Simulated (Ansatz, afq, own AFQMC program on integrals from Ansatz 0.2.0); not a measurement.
**CuH, singlet in def2-TZVP, levels against CCSDT(Q)**

```xyz
2

Cu    0.0000    0.0000    0.0000
H     0.0000    0.0000    1.4850
```

Basis def2-TZVP. Only valence electrons are correlated. Integrals, coupled cluster, full CI and functionals: Ansatz 0.2.0; the random walks run on the same integrals in our own AFQMC program. The CISD trial takes its coefficients from CCSD amplitudes. Released means that phaseless walkers are propagated on without the constraint, phases kept. Uncertainties: one standard error, sampling alone. The metal's outer-core s and p shells are frozen, which shifts wave-function levels against functionals.

Determinant: RHF, the one that the program's search chose, which needn't be the lowest solution. The geometry is a point of a scan.

No full CI on the walks' own integrals is used here; CCSDT(Q) serves as the reference and is uncertain by about the last step of the cluster series.

Cautions: no relativity below Rb; outer-core shells of the metal frozen; higher spins were not checked; the released energies get too noisy after the second time (errors over twice the walk's own, or jumping), so no released level is given (meV from the phaseless value at times in 1/Eh: 25 ± 38 at 0.60, -9 ± 61 at 1.20, 59 ± 137 at 2.00, 164 ± 160 at 3.00, 148 ± 387 at 4.20), though the last usable value meets CCSDT(Q) within the noise.

```
T1 diagnostic                               : 0.0386
weight of the determinant in the CISD state : 0.888
size of the correlated space                : 12 electrons in 42 orbitals
```

Reference: CCSDT(Q), correlation energy -11.026 eV.

```tsv
level	E − E(reference) (mEh)	share of correlation (%)
HF	405.20	0.00
MP2	-37.45	109.24
CCSD	14.15	96.51
CCSD(T)	-0.12	100.03
CCSDT	0.07	99.98
ph-AFQMC/HF	-11.06 ± 3.36	102.73
ph-AFQMC/CISD	-0.37 ± 0.97	100.09
```

A walk keeps the symmetry of its determinant, which the program's search chose and which needn't be the lowest solution, so a lower state of the same spin and another symmetry isn't excluded.
